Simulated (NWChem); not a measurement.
# [C3H3]+ (SMILES c1c[cH+]1): levels of theory compared

Wanted: a comparison of 6 runs (HF/3-21G, CAM-B3LYP/STO-3G, B3LYP/6-31G*, PBE0/def2-SVP, MP2/6-31+G*) of [C3H3]+. 

Program for the calculation: NWChem 7.3.0.

### 1 Starting point

The species is [C3H3]+ (6 atoms), meant as a singlet with charge +1. As SMILES, `c1c[cH+]1`. The shape is that of a GFN2-xTB optimisation.

Bond lengths: C1–C2 1.378 Å, C1–C3 1.378 Å, C2–C3 1.378 Å, C1–H4 1.073 Å, C2–H5 1.073 Å, C3–H6 1.074 Å. Angles: C1–C2–C3 60.0°, C2–C1–C3 60.0°, C1–C3–C2 60.0°, C1–C2–H5 150.2°, C3–C2–H5 149.8°, C2–C1–H4 149.9°, C3–C1–H4 150.0°, C1–C3–H6 149.9°, C2–C3–H6 150.1°.

### 2 Energy and forces at HF/3-21G (run 1)

File work.nw:

```
start work
title "C3H3"
memory total 2200 mb
charge 1
geometry units au noautosym nocenter noautoz
  C     -1.37177109    -0.16977300    -0.59184332
  C      1.15250617     0.39769286    -0.87959192
  C      0.21839565    -0.22826002     1.46890301
  H     -3.22287121    -0.39491497    -1.39042269
  H      2.71281524     0.93507428    -2.05931015
  H      0.51092525    -0.53983806     3.45224617
end
basis spherical bse
  * library 3-21G
end
scf
  thresh 1e-08
  maxiter 80
end
task scf gradient
```

On the command line:

```
$ nwchem work.nw > work.out
```

The log of the run:

```text
[...]
  functions       =    33
[...]
  wavefunction    = RHF
[...]
         Total SCF energy =   -114.328584908112
      One-electron energy =   -263.121103446160
      Two-electron energy =     89.905933529658
 Nuclear repulsion energy =     58.886585008391
        Time for solution =      0.4s
[...]
                         RHF ENERGY GRADIENTS
    atom               coordinates                        gradient
                 x          y          z           x          y          z
   1 C      -1.371771  -0.169773  -0.591843   -0.015495  -0.002211  -0.006565
   2 C       1.152506   0.397693  -0.879592    0.012676   0.004491  -0.010509
   3 C       0.218396  -0.228260   1.468903    0.002712  -0.002279   0.016733
   4 H      -3.222871  -0.394915  -1.390423   -0.007627  -0.000806  -0.003317
   5 H       2.712815   0.935074  -2.059310    0.006604   0.002230  -0.004632
   6 H       0.510925  -0.539838   3.452246    0.001130  -0.001425   0.008291
[...]
```

Run time: 1.1 s. Hardware: 1 thread of Intel Xeon 6975P-C (Granite Rapids), shared host; peak memory 0.097 GiB.

### 3 Energy and forces at CAM-B3LYP/STO-3G (run 2)

File struct.nw:

```
start struct
title "C3H3"
memory stack 880 mb heap 220 mb global 1100 mb
charge 1

geometry units angstrom noautosym nocenter noautoz
  C       -0.725910      -0.089840      -0.313190
  C        0.609880       0.210450      -0.465460
  C        0.115570      -0.120790       0.777310
  H       -1.705470      -0.208980      -0.735780
  H        1.435560       0.494820      -1.089740
  H        0.270370      -0.285670       1.826850
end

basis spherical bse
  * library STO-3G
end

dft
  xc xcamb88 1.00 lyp 0.81 vwn_5 0.19 hfexch 1.00
  cam 0.33 cam_alpha 0.19 cam_beta 0.46
  grid xfine
  convergence energy 1e-08
  direct
  maxiter 100
  mulliken
end

task dft gradient
```

On the command line:

```
$ nwchem struct.nw > struct.out
```

The log of the run:

```text
[...]
          Wavefunction type:  closed shell.
          No. of atoms     :     6
          No. of electrons :    20
[...]
          Charge           :     1
          Spin multiplicity:     1
[...]
          AO basis - number of functions:    18
[...]
              XC Information
              --------------
                     Hartree-Fock (Exact) Exchange  1.000
                   CAM-Becke88 Exchange Functional  1.000
                      VWN V Correlation Functional  0.190 local
              Lee-Yang-Parr Correlation Functional  0.810
[...]
 d= 0,ls=0.0,diis     1   -114.2259111278 -1.73D+02  2.50D-02  1.45D-01     0.6
[...]
 d= 0,ls=0.0,diis     6   -114.2443330378 -7.50D-09  4.31D-06  4.65D-09     2.8
         Total DFT energy =     -114.244333037758
      One electron energy =     -262.432170709293
           Coulomb energy =      106.092724269685
    Exchange-Corr. energy =      -16.791475792676
 Nuclear repulsion energy =       58.886589194526
[...]
      Total Density - Mulliken Population Analysis
     ---------------------------------------------
    Atom       Charge   Shell Charges
 -----------   ------   -------------------------------------------------------
    1 C    6     5.91   1.99  1.19  2.74
    2 C    6     5.91   1.99  1.19  2.74
    3 C    6     5.91   1.99  1.19  2.73
    4 H    1     0.75   0.75
    5 H    1     0.75   0.75
    6 H    1     0.75   0.75
[...]
  wavefunction    = closed shell
[...]
                         DFT ENERGY GRADIENTS
    atom               coordinates                        gradient
                 x          y          z           x          y          z
   1 C      -1.371771  -0.169773  -0.591843    0.007896   0.000777   0.003461
   2 C       1.152506   0.397693  -0.879592   -0.006884  -0.002272   0.004568
   3 C       0.218396  -0.228260   1.468903   -0.001090   0.001518  -0.008301
   4 H      -3.222871  -0.394915  -1.390423    0.028099   0.003533   0.012095
   5 H       2.712815   0.935074  -2.059310   -0.023516  -0.008142   0.018121
   6 H       0.510925  -0.539838   3.452246   -0.004505   0.004586  -0.029945
[...]
```

Run time: 4.2 s. Hardware: 1 thread of Intel Xeon 6975P-C (Granite Rapids), shared host; peak memory 0.13 GiB.

### 4 Energy and gradient at B3LYP/6-31G(d) (spherical functions) (run 3)

File struct.nw:

```
echo
start struct
memory total 2200 mb
charge 1

geometry noautosym nocenter noautoz
  C    -0.725910   -0.089840   -0.313190
  C     0.609880    0.210450   -0.465460
  C     0.115570   -0.120790    0.777310
  H    -1.705470   -0.208980   -0.735780
  H     1.435560    0.494820   -1.089740
  H     0.270370   -0.285670    1.826850
end

basis spherical bse
  * library 6-31G*
end

dft
  xc b3lyp
  mult 1
  grid xfine
  convergence energy 1e-08
  maxiter 100
  mulliken
end

task dft gradient
```

On the command line:

```
$ nwchem struct.nw > struct.out
```

The log of the run:

```text
[...]
          Wavefunction type:  closed shell.
          No. of atoms     :     6
          No. of electrons :    20
[...]
          Charge           :     1
          Spin multiplicity:     1
[...]
          AO basis - number of functions:    48
[...]
              XC Information
              --------------
                         B3LYP Method XC Potential
                     Hartree-Fock (Exact) Exchange  0.200
                        Slater Exchange Functional  0.800 local
                    Becke 1988 Exchange Functional  0.720 non-local
              Lee-Yang-Parr Correlation Functional  0.810
                  VWN I RPA Correlation Functional  0.190 local
[...]
 d= 0,ls=0.0,diis     1   -115.6766473214 -1.75D+02  1.51D-02  4.89D-01     1.7
[...]
 d= 0,ls=0.0,diis     7   -115.7310481283 -5.36D-09  1.06D-06  8.78D-09     8.1
         Total DFT energy =     -115.731048128256
      One electron energy =     -264.796247882182
           Coulomb energy =      107.208451179632
    Exchange-Corr. energy =      -17.029840620232
 Nuclear repulsion energy =       58.886589194526
[...]
      Total Density - Mulliken Population Analysis
     ---------------------------------------------
    Atom       Charge   Shell Charges
 -----------   ------   -------------------------------------------------------
    1 C    6     5.96   2.00  0.73  2.00  0.59  0.61  0.05
    2 C    6     5.96   2.00  0.73  2.00  0.59  0.61  0.05
    3 C    6     5.96   2.00  0.73  2.00  0.59  0.61  0.05
    4 H    1     0.71   0.50  0.21
    5 H    1     0.70   0.50  0.21
    6 H    1     0.70   0.50  0.21
[...]
  wavefunction    = closed shell
                         DFT ENERGY GRADIENTS
    atom               coordinates                        gradient
                 x          y          z           x          y          z
   1 C      -1.371771  -0.169773  -0.591843   -0.023578  -0.003125  -0.010101
   2 C       1.152506   0.397693  -0.879592    0.019578   0.006845  -0.015547
   3 C       0.218396  -0.228260   1.468903    0.003918  -0.003707   0.025378
   4 H      -3.222871  -0.394915  -1.390423    0.007497   0.001010   0.003217
   5 H       2.712815   0.935074  -2.059310   -0.006178  -0.002164   0.004957
   6 H       0.510925  -0.539838   3.452246   -0.001236   0.001141  -0.007904
[...]
```

Wall time 11 s (1 thread of Intel Xeon 6975P-C (Granite Rapids), shared host); peak memory 0.13 GiB.

Runs 4 to 5 aren't shown in full; the table further down has their settings and results.

### 5 Energy and forces at MP2/6-31+G(d) (spherical functions) (run 6)

File c3h3.nw:

```
start c3h3
memory stack 880 mb heap 220 mb global 1100 mb
charge 1
geometry units angstrom noautosym nocenter noautoz
C    -0.725910   -0.089840   -0.313190
C     0.609880    0.210450   -0.465460
C     0.115570   -0.120790    0.777310
H    -1.705470   -0.208980   -0.735780
H     1.435560    0.494820   -1.089740
H     0.270370   -0.285670    1.826850
end
basis spherical bse
* library 6-31+G*
end
scf
singlet
rhf
thresh 1e-08
maxiter 80
end
mp2
freeze core 3
tight
end
task mp2 gradient
```

On the command line:

```
$ nwchem c3h3.nw > c3h3.out
```

The log of the run:

```text
[...]
  functions       =    60
[...]
  wavefunction    = RHF
[...]
         Total SCF energy =   -115.004893743724
      One-electron energy =   -264.444234088587
      Two-electron energy =     90.552751150337
 Nuclear repulsion energy =     58.886589194526
        Time for solution =      2.5s
[...]
          Total MP2 energy          -115.346140304938
[...]
                         mp2 ENERGY GRADIENTS
    atom               coordinates                        gradient
                 x          y          z           x          y          z
   1 C      -1.371771  -0.169773  -0.591843   -0.017407  -0.002354  -0.007440
   2 C       1.152506   0.397693  -0.879592    0.014377   0.005058  -0.011619
   3 C       0.218396  -0.228260   1.468903    0.002944  -0.002689   0.018778
   4 H      -3.222871  -0.394915  -1.390423    0.007213   0.000972   0.003093
   5 H       2.712815   0.935074  -2.059310   -0.005932  -0.002082   0.004784
   6 H       0.510925  -0.539838   3.452246   -0.001195   0.001095  -0.007596
[...]
```

It took 6.9 s on 1 thread of Intel Xeon 6975P-C (Granite Rapids), shared host; peak memory 0.12 GiB.

### 6 All runs side by side

```
run                               level  iteration cap  module  energy (Eh)  HOMO energy (eV)  LUMO energy (eV)  HOMO–LUMO gap (eV)  wall time
  1                            HF/3-21G             80     scf  -114.328585            -20.85             -3.41               17.44      1.1 s
  2                    CAM-B3LYP/STO-3G            100     dft  -114.244333            -19.50             -5.68               13.82      4.2 s
  3  B3LYP/6-31G* (spherical functions)            100     dft  -115.731048            -17.40             -8.03                9.38       11 s
  4  B3LYP/6-31G* (Cartesian functions)            100     dft  -115.733247            -17.40             -8.03                9.38      9.6 s
  5                       PBE0/def2-SVP            100     dft  -115.501885            -17.83             -8.01                9.82       13 s
  6   MP2/6-31+G* (spherical functions)             80     mp2  -115.346140            -20.59             -3.49               17.09      6.9 s
```

### 7 Outcome

| quantity | value |
| --- | --- |
| run 6: total energy | -115.34614 Eh |
| run 6: HOMO energy (Hartree–Fock orbitals) | -20.59 eV |
| run 6: LUMO energy (Hartree–Fock orbitals) | -3.49 eV |
| run 6: HOMO–LUMO gap (Hartree–Fock orbitals) | 17.09 eV |
| run 6: correlation energy (3 core orbitals frozen) | -341.2 mEh |
| run 6: largest force on an atom | 0.987 eV/Å |

**Reading.** Over runs 1, 2, 3, 4, 5 the HOMO–LUMO gap runs from 9.38 eV (B3LYP/6-31G*) to 17.44 eV (HF/3-21G). The two ends differ in method and basis. Totals of different functionals can't be ranked against each other. In run 2 the basis is minimal, so the values are rough. All runs together took 46 s, the longest 13 s.
